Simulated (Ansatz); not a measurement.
# AlCl (aluminium monochloride) at B3LYP/6-31G(d) (spherical functions)

What is the vertical singlet–triplet gap of AlCl (aluminium monochloride) at B3LYP/6-31G* (spherical functions)? 

The results are computed with Ansatz 0.2.0.

34 further runs of the same task are left out: 34 set aside as unsound or not needed.

## 1. The structure to begin with

AlCl: 2 atoms, total charge 0, spin state singlet. As SMILES, `[Al][Cl]`. Geometry: the measured bond length.

Bond lengths: Al1–Cl2 2.130 Å.

## 2. The energy at B3LYP/6-31G(d) (spherical functions)

molecule.yaml reads:

```yaml
basis:
  gaussian:
    orbitals: 6-31G_st_-spherical.json
crystal:
  periodic: [false, false, false]
  atoms:
    - {symbol: Al, position_ang: [0.000000, 0.000000, 0.000000]}
    - {symbol: Cl, position_ang: [0.000000, 0.000000, 2.130113]}
hamiltonian:
  xc: {name: B3LYP}
output: {orbitals: {seedname: orbitals}}
accuracy: high
```

The basis set 6-31G* is read from a file made from the Basis Set Exchange's data (not shown).

Launch:

```console
ansatz run molecule.yaml --threads 1 --pin off --max-ram 3480MiB --events-out events.jsonl --progress --plain --runs-dir runs
```

Output:

```text
Warning: RAYON_NUM_THREADS=1 ignored (pool sized by the plan → 1); use --threads N
Functional definition: B3LYP
  name "B3LYP"
  parameter a0 = 0.2
  parameter ax = 0.72
  parameter ac = 0.81
  exchange = (1 - a0 - ax)*slater_x + ax*b88_x + a0*exact_x
  correlation = (1 - ac)*vwn_rpa_c + ac*lyp_c
614 factors; integrals over basis functions are off by at most 3.8e-9 eV
mean field evaluation 1: about -19120.1884 eV, gradient 1.5e1 eV
mean field evaluation 2: about -19119.3801 eV, gradient 2.2e1 eV
mean field evaluation 4: about -19120.9507 eV, gradient 4.0e-1 eV
mean field evaluation 8: about -19120.9526 eV, gradient 5.6e-4 eV
mean field evaluation 16: about -19120.9526 eV, gradient 9.8e-8 eV
mean field -19120.95257869 eV, -702.6820466197 hartree, gradient 8.7e-8 eV, S^2 0.000000; 0 other end points of the search recorded, 0 dependent functions left out
reference -19120.95260540 eV, -702.6820476013 hartree; 15, 15 occupied and 21, 21 virtual orbitals, 614 factors
Total energy: -19120.95260540 eV, -702.6820476013 hartree
```

Run time: 1.3 s. Hardware: 1 thread of AMD EPYC 7R13 (Zen 3), shared host; peak memory 0.11 GiB.

## 3. The triplet at the same level

molecule.yaml reads:

```yaml
crystal:
  periodic: [false, false, false]
  atoms:
    - {symbol: Al, position_ang: [0.000000, 0.000000, 0.000000]}
    - {symbol: Cl, position_ang: [0.000000, 0.000000, 2.130113]}
basis:
  gaussian: {orbitals: 6-31G_st_-spherical.json}
magnetization: {spin_polarized: true, initial_magnetization: 2}
accuracy: high
output: {orbitals: {seedname: orbitals}}
hamiltonian: {xc: {name: B3LYP}}
```

The basis set 6-31G* is read from a file made from the Basis Set Exchange's data (not shown).

Launch:

```console
ansatz run molecule.yaml --threads 1 --pin off --max-ram 3480MiB --events-out events.jsonl --progress --plain --runs-dir runs
```

Output (excerpt; [...] marks lines left out):

```text
Warning: RAYON_NUM_THREADS=1 ignored (pool sized by the plan → 1); use --threads N
[... 7 set-up lines as earlier in the session ...]
614 factors; integrals over basis functions are off by at most 3.8e-9 eV
mean field evaluation 1: about -19117.2215 eV, gradient 9.0e0 eV
mean field evaluation 2: about -19116.7359 eV, gradient 1.3e1 eV
mean field evaluation 4: about -19117.8656 eV, gradient 4.4e-1 eV
mean field evaluation 8: about -19117.9035 eV, gradient 5.1e-3 eV
mean field evaluation 16: about -19117.9035 eV, gradient 2.1e-7 eV
mean field evaluation 32: about -19117.9035 eV, gradient 1.7e-8 eV
mean field -19117.90346807 eV, -702.5699938712 hartree, gradient 1.7e-8 eV, S^2 2.001401; 1 other end points of the search recorded, 0 dependent functions left out
reference -19117.90349490 eV, -702.5699948571 hartree; 16, 14 occupied and 20, 22 virtual orbitals, 614 factors
Total energy: -19117.90349490 eV, -702.5699948571 hartree
```

Wall time 3.6 s (1 thread of AMD EPYC 7R13 (Zen 3), shared host); peak memory 0.15 GiB.

## 4. What came out

At B3LYP/6-31G* (spherical functions):

```
                                        quantity          value
                           singlet: total energy  -702.68205 Eh
                            singlet: HOMO energy       -6.83 eV
                            singlet: LUMO energy       -1.79 eV
                          singlet: HOMO–LUMO gap        5.04 eV
                           triplet: total energy  -702.56999 Eh
     triplet: HOMO energy (highest over α and β)       -3.95 eV
                                   triplet: ⟨S²⟩          2.001
vertical energy of the triplet above the singlet       3.049 eV
```

At this shape the triplet lies 3.05 eV (294 kJ/mol) above the singlet.
